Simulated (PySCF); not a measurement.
## CS2: core ionisation energies

Species: CS2.
Bonds: S1–C2 (double), C2–S3 (double).

The calculation used delta-SCF UKS SCAN, pcX-3 on the ionised atom, pcseg-2 elsewhere, spin-free X2C in PySCF 2.14.0. Vertical ΔSCF values, vacuum level as zero.

Problem. List the computed XPS lines with their assignment.

Solution. 
```tsv
atom(s)	bonded to	level	binding energy (eV)	2p1/2 (eV)	count
S1/S3	C (double bond)	S 2p3/2	170.05	171.28	2
C2	2 S (double bond)	C 1s	293.24	–	1
S1/S3	C (double bond)	S 1s	2477.94	–	2
```

Problem. Express the binding energy of S 2p3/2 of S1/S3 in atomic units and per mole.

Solution. 170.05 eV = 6.2492 Eh = 16407 kJ/mol.

Problem. What is the longest wavelength that can ionise S 2p3/2 of S1/S3 vertically?

Solution. λ = hc/E = 12398.42 eV Å / 170.05 eV = 72.910 Å.

Atoms equivalent by their bonding share one computed value, that of the first of them. Spin–orbit and ligand-field terms were added within each 2p shell after the spin-free SCF. 2p1/2 minus 2p3/2 (ligand field included): S 1.23 eV. Isolated species at its PBE0-D3(BJ)/def2-TZVP geometry, gas phase.
